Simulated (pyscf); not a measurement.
**H₃C–SiH₃, singlet**

Gas-phase minimum from PySCF at ωB97X-D3(BJ)/def2-SVP, one conformer. 

SMILES: C[SiH3]
```xyz
8

C     -0.5744     0.9601    -1.1713
Si     0.3333    -0.3068    -0.1176
H     -0.5338     0.6844    -2.2369
H     -0.1230     1.9584    -1.0591
H     -1.6333     1.0285    -0.8760
H     -0.2839    -1.6585    -0.2708
H      0.2781     0.0725     1.3262
H      1.7681    -0.3983    -0.5234
```
Charge 0, spin multiplicity 1.

Bonds (Å): C1–Si2 1.881, C1–H3 1.101, C1–H4 1.101, C1–H5 1.101, Si2–H6 1.494, Si2–H7 1.494, Si2–H8 1.494. Bond angles (°): Si2–C1–H3 110.8, Si2–C1–H4 110.8, Si2–C1–H5 110.8, H3–C1–H4 108.1, H3–C1–H5 108.1, H4–C1–H5 108.1, C1–Si2–H6 110.6, C1–Si2–H7 110.6, C1–Si2–H8 110.6, H6–Si2–H7 108.3, H6–Si2–H8 108.3, H7–Si2–H8 108.3.

Properties at ωB97X-D3(BJ)/def2-SVP:

```yaml
harmonic_wavenumbers_unscaled: 207, 520, 520, 712, 888, 888, 956, 970, 970, 1287, 1447, 1447, 2246, 2246, 2250, 3071, 3175, 3175 cm⁻¹
zero_point_energy: 38.6 kcal/mol
rotational_symmetry_number: 3
Entropy of this conformer at 298 K and 1 atm, rigid rotor and harmonic oscillator, modes under 100 cm⁻¹ raised to 100: 254.9 J/(mol K)
dipole_moment: 0.75 D
```

Single-point totals, which compare only within one level (frozen core for MP2 and CC):

```json
[
 {"level": "ωB97X-D3(BJ)/def2-TZVP", "total energy (hartree)": "-331.28735"},
 {"level": "PBE/def2-TZVP", "total energy (hartree)": "-331.00722"},
 {"level": "r²SCAN/def2-TZVP", "total energy (hartree)": "-331.17115"},
 {"level": "B3LYP-D3(BJ)/def2-TZVP", "total energy (hartree)": "-331.26736"},
 {"level": "PBE0-D3(BJ)/def2-TZVP", "total energy (hartree)": "-331.05346"},
 {"level": "M06-2X/def2-TZVP", "total energy (hartree)": "-331.17555"},
 {"level": "ωB97M-D3(BJ)/def2-TZVP", "total energy (hartree)": "-331.27692"},
 {"level": "HF/def2-TZVPP", "total energy (hartree)": "-330.32083"},
 {"level": "MP2/def2-TZVPP", "total energy (hartree)": "-330.63902"},
 {"level": "CCSD/def2-TZVPP", "total energy (hartree)": "-330.67843"},
 {"level": "CCSD(T)/def2-TZVPP", "total energy (hartree)": "-330.68983"}
]
```

The CCSD(T) − MP2 part came from Ansatz, without density fitting, on the same reference.
